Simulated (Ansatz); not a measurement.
Results of revPBE in Ansatz (plane waves, PAW) for hcp Ti.

Settings: plane-wave cutoff 520 eV, 18×18×8 k mesh (along the axes of the cell as run), Fermi–Dirac smearing 0.1 eV, perturbation theory, no spin polarisation, scalar-relativistic PAW data made under PBE.

Computed at the level's own relaxed cell.

Harmonic phonon frequencies (cm⁻¹; i marks an imaginary mode):

| q point | frequencies |
|---|---|
| Γ | 0 0 0 127 127 182 |
| M | 101 114 205 221 223 238 |
| K | 169 169 187 187 216 271 |
| A | ? |

Task: What belongs in the gaps?

Result: 
- A, frequencies: 92 92 92 92 185 185

No imaginary mode appears at these points.

Ansatz is a first-principles code.
